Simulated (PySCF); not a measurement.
# SH₆: a search over shapes

Which structure of SH₆ lies lowest? The starts are octahedral and trigonal prismatic; the spin state tried: singlet. Each end point is tested by its vibrations.

The runs use PySCF 2.14.0; PBE0, basis S def2-TZVP, H def2-TZVP, no relativity, density fitting.

### Step 1. The starting structure

7 atoms, charge 0, spin multiplicity 1.

Bond lengths: S1–H2 1.350 Å, S1–H3 1.350 Å, S1–H4 1.350 Å, S1–H5 1.350 Å, S1–H6 1.350 Å, S1–H7 1.350 Å. Angles: H2–S1–H3 180.0°, H2–S1–H4 90.0°, H2–S1–H5 90.0°, H2–S1–H6 90.0°, H2–S1–H7 90.0°, H3–S1–H4 90.0°, H3–S1–H5 90.0°, H3–S1–H6 90.0°, H3–S1–H7 90.0°, H4–S1–H5 90.0°, H4–S1–H6 180.0°, H4–S1–H7 90.0°, H5–S1–H6 90.0°, H5–S1–H7 180.0°, H6–S1–H7 90.0°.

Coordinates in bohr (charge 0 multiplicity 1):
```
S     0.0000    0.0000    0.0000
H     0.0000    0.0000    2.5511
H     0.0000    0.0000   -2.5511
H     2.5511    0.0000    0.0000
H     0.0000    2.5511    0.0000
H    -2.5511    0.0000    0.0000
H     0.0000   -2.5511    0.0000
```

### Step 2. Relaxation: octahedral start, singlet

The steps below are one call of a driver around PySCF. For each, scf.py gives the equivalent set-up of the SCF; relaxations use the driver's own optimiser. Before each start the driver seeks the lowest SCF state from one or more starting densities and follows internal instabilities, so scf.py alone need not reach the same state.

The program finds Oh symmetry in the start, which this walk keeps.

scf.py

```python
from pyscf import gto, scf, dft
mol = gto.M(atom='''
S     -0.000000     0.000000     0.000000
H     -0.000000     0.000000     1.350000
H      0.000000    -0.000000    -1.350000
H      1.350000    -0.000000    -0.000000
H      0.000000     1.350000    -0.000000
H     -1.350000     0.000000     0.000000
H     -0.000000    -1.350000     0.000000''',
    basis={'S': 'def2-TZVP', 'H': 'def2-TZVP'},
    charge=0, spin=0)
mf = dft.RKS(mol, xc='PBE0')
mf.grids.atom_grid = (50, 194)
aux = {'S': 'def2-universal-JKFIT', 'H': 'def2-universal-JKFIT'}
mf = mf.density_fit(auxbasis=aux)
mf.kernel()
```

After this run come: Frequencies; Relaxing the singlet from the trigonal prismatic start; Frequencies; Downhill along the imaginary mode.

**Question.** What will these runs give? Wanted: lowest minimum; geometry; wavenumbers; dipole moment; highest occupied, lowest empty level; polar-tensor charge of S1; zero-point energy; atomisation energy.

The runs gave:

```
                                 quantity                                                                  value
                           lowest minimum                                                            singlet, Oh
                                 geometry                 S–H 1.412 Å (×6); H–S–H 90.0° (×12), H–S–H 180.0° (×3)
                       wavenumbers (cm⁻¹)  1352 (t2u), 1378 (t1u), 1392 (t2g), 2004 (eg), 2113 (t1u), 2294 (a1g)
                            dipole moment                                                                 0.00 D
     highest occupied, lowest empty level                                                        -6.79, -0.78 eV
                polar-tensor charge of S1                                                                +1.78 e
                        zero-point energy                                                           149.6 kJ/mol
                      entropy at 298.15 K                                                        203.1 J/(mol K)
atomisation energy (no zero-point energy)                                                            1208 kJ/mol
```

What this shows: The lowest minimum found is the singlet of Oh symmetry. In the infrared the band at 2113 cm⁻¹ (t1u, stretch) leads. S1 has a polar-tensor charge of +1.8 e (a dipole derivative, not a static charge), yet symmetry cancels the bond dipoles. A search over typed starts can miss a lower isomer.
